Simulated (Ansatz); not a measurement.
`CC1CC1` → `C1CC1` + `[CH2]` (triplet)  (formal loss of a carbene)

Gas-phase electronic energies from Ansatz, PBE0-D4/def2-TZVP geometries. CBS: MP2 limit from def2 TZ/QZ plus the TZ coupled-cluster correction, frozen cores. This one scheme is used for every species. DFT in def2-TZVPP. B3LYP here is the variant with VWN-RPA as its local correlation; programs differ in this. Triplets are unrestricted, without spin–orbit coupling.

```csv
level,ΔE (kcal/mol)
revPBE-D4,104.1
B3LYP-D4,103.7
ωB97M-V,106.2
r2SCANh,99.4
RPA@PBE/def2-TZVPP,101.6
MP2/def2-TZVPP,106.4
SCS-MP2/def2-TZVPP,106.4
MP2/def2-QZVPP,108.0
```

(1) What does CCSD(T)/CBS give? (Estimate.)

Largest T1 diagnostic among the species: 0.011.

## Answers

(1) Computed: +105.9 kcal/mol. The listed levels differ from it by -1.8, -2.2, 0.3, -6.5, -4.3, 0.5, 0.5, 2.1 kcal/mol.

Leaving LDA and LC-ωPBE aside and taking each functional with its dispersion term where it has one, the values, not all of them listed here, spread over 8.8 kcal/mol, from r2SCAN0-D4 to ωB97X-V. LDA lies +18.1 kcal/mol from PBE without D4. From PBE to PBE0 (25 % exact exchange), in def2-TZVPP and without D4, ΔE moves by −1.7 kcal/mol. At CCSD(T), def2-SVP lies −3.4 kcal/mol from the extrapolated value and def2-TZVPP −2.7 kcal/mol.
